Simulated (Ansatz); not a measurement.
# Molecular dynamics, step by step

CH4NNa, closed shell, CAM-B3LYP-D4/STO-3G (Ansatz 0.2.0). Settings (timestep in fs, temperature in K; T counts 15 degrees of freedom):

```yaml
hamiltonian: {xc: {name: CAM-B3LYP}, dispersion: d4}
md: {n_steps: 80, timestep: 0.25, temperature: 100, ensemble: nve, seed: 270, initial_velocities: maxwell_boltzmann}
```

Start:

C1  (-0.425, 0.346, -0.378)
N2  (0.593, -0.101, 0.539)
Na3  (0.513, -1.903, 1.587)
H4  (-0.364, -0.094, -1.392)
H5  (-1.413, 0.108, 0.025)
H6  (-0.379, 1.440, -0.511)
H7  (1.476, 0.204, 0.131)
(Å)

```tsv
step	time (fs)	potential energy less the start (meV)	kinetic energy (meV)	T (K)
0	0.00	0.0	64.6	100
5	1.25	-57.0	121.3	188
10	2.50	-74.0	138.4	214
15	3.75	-75.3	139.9	217
20	5.00	-117.2	181.8	281
25	6.25	-172.1	236.5	366
30	7.50	-164.7	229.1	354
35	8.75	-117.0	181.7	281
40	10.00	-122.7	187.3	290
45	11.25	-150.0	214.4	332
50	12.50	-133.2	197.7	306
55	13.75	-107.7	172.4	267
60	15.00	-125.4	190.0	294
65	16.25	-159.7	224.1	347
70	17.50	-149.7	214.1	331
75	18.75	-122.5	187.2	290
80	20.00	-134.0	198.5	307
```

Step 30, positions (Å) and forces (eV/Å):

```csv
atom,x,y,z,Fx,Fy,Fz
C1,-0.424,0.330,-0.388,-0.565,-0.292,1.079
N2,0.614,-0.124,0.593,-1.062,-0.311,-0.036
Na3,0.507,-1.878,1.562,0.019,0.634,-0.498
H4,-0.505,-0.114,-1.403,0.488,-0.421,-0.262
H5,-1.413,0.110,0.059,-0.079,0.115,-0.052
H6,-0.443,1.420,-0.587,0.210,0.206,0.100
H7,1.494,0.174,0.129,0.989,0.069,-0.331
```

Step 55, positions (Å) and forces (eV/Å):

```
atom       x       y       z      Fx      Fy      Fz
  C1  -0.435   0.310  -0.377   0.045  -0.403   0.197
  N2   0.627  -0.149   0.636   0.384   1.876  -2.127
 Na3   0.502  -1.845   1.532  -0.106  -0.762   0.280
  H4  -0.484  -0.206  -1.396   0.280   0.231   0.840
  H5  -1.452   0.148   0.060   0.469  -0.109  -0.061
  H6  -0.447   1.405  -0.638   0.436  -0.471   0.266
  H7   1.580   0.082   0.123  -1.509  -0.362   0.605
```

Step 75, positions (Å) and forces (eV/Å):

```
atom       x       y       z      Fx      Fy      Fz
  C1  -0.439   0.285  -0.355   1.788  -0.379   1.030
  N2   0.628  -0.142   0.641  -2.170   1.110   0.396
 Na3   0.498  -1.826   1.511  -0.187  -1.224   0.610
  H4  -0.392  -0.283  -1.294  -0.354  -0.140  -0.686
  H5  -1.438   0.149   0.072  -0.274  -0.078   0.108
  H6  -0.347   1.350  -0.625  -0.151   0.278  -0.223
  H7   1.514  -0.024   0.146   1.349   0.433  -1.236
```

Last step (80):

C1  (-0.436, 0.277, -0.347)
N2  (0.624, -0.136, 0.642)
Na3  (0.496, -1.823, 1.506)
H4  (-0.378, -0.299, -1.272)
H5  (-1.429, 0.146, 0.074)
H6  (-0.322, 1.334, -0.624)
H7  (1.520, -0.040, 0.122)
(Å)

The run took about 44 s on 2 CPU threads of an Arm Neoverse V1 (shared host).
